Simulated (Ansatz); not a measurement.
Input file:

```yaml
crystal:
  periodic: [false, false, false]
  atoms:
    - {symbol: B, position_ang: [0.000000, -0.232800, 0.746662]}
    - {symbol: O, position_ang: [0.000000, 0.166360, -0.525226]}
    - {symbol: H, position_ang: [0.000000, 0.564601, 1.644309]}
    - {symbol: H, position_ang: [0.000000, -0.708323, -1.315777]}
basis:
  gaussian: {orbitals: 6-31G}
magnetization: {spin_polarized: false, initial_magnetization: 1}
correlation: {method: fic_mrcisd_q, electrons: all, active_space: {window: {electrons: 1, orbitals: 7}}}
```

```sh
$ ansatz run in.yaml --threads 1 --pin off --events-out ev --progress --plain --max-ram 2393MiB
```

Question: Roughly how long does this take on 1 thread of Arm Neoverse V1, shared host, and how much host memory?

Answer: 1.1 s wall and 0.13 GiB.

```
265 factors; integrals over basis functions are off by at most 2.7e-4 eV
mean field evaluation 1: about -2735.6065 eV, gradient 2.6e1 eV
mean field evaluation 2: about -2735.6085 eV, gradient 2.6e1 eV
mean field evaluation 4: about -2737.5307 eV, gradient 2.3e0 eV
mean field evaluation 8: about -2737.5740 eV, gradient 1.1e-1 eV
mean field evaluation 16: about -2735.8371 eV, gradient 5.3e0 eV
mean field -2737.57406418 eV, -100.6039912644 hartree, gradient 1.0e-6 eV, S^2 0.750000; 1 other end points of the search recorded, 0 dependent functions left out
reference -2737.57406418 eV, -100.6039912644 hartree; 8, 7 occupied and 14, 15 virtual orbitals, 265 factors
state -2737.57406418 eV, -100.6039912644 hartree
contracted CI cycle   1: correlation 0.00000000 eV, 0.0000000000 hartree, residual 2.09e1 eV
contracted CI cycle   2: correlation -4.54957392 eV, -0.1671937578 hartree, residual 3.70e0 eV
contracted CI cycle   3: correlation -4.80553105 eV, -0.1766000086 hartree, residual 1.22e0 eV
contracted CI cycle   4: correlation -4.82839987 eV, -0.1774404223 hartree, residual 3.74e-1 eV
contracted CI cycle   5: correlation -4.83103503 eV, -0.1775372626 hartree, residual 1.11e-1 eV
contracted CI cycle   6: correlation -4.83123992 eV, -0.1775447923 hartree, residual 3.12e-2 eV
contracted CI cycle   7: correlation -4.83125520 eV, -0.1775453537 hartree, residual 8.14e-3 eV
contracted CI cycle   8: correlation -4.83125639 eV, -0.1775453974 hartree, residual 2.58e-3 eV
contracted CI cycle   9: correlation -4.83125649 eV, -0.1775454011 hartree, residual 7.20e-4 eV
state -2737.57406418 eV, -100.6039912644 hartree; corrected -2742.76948439 eV, -100.7949194353 hartree
WARN: 6 active orbitals are nearly empty or full. The corrections depend on them more than the energy does, and are more stable in an active space without them
Total energy: -2742.76948439 eV, -100.7949194353 hartree
```
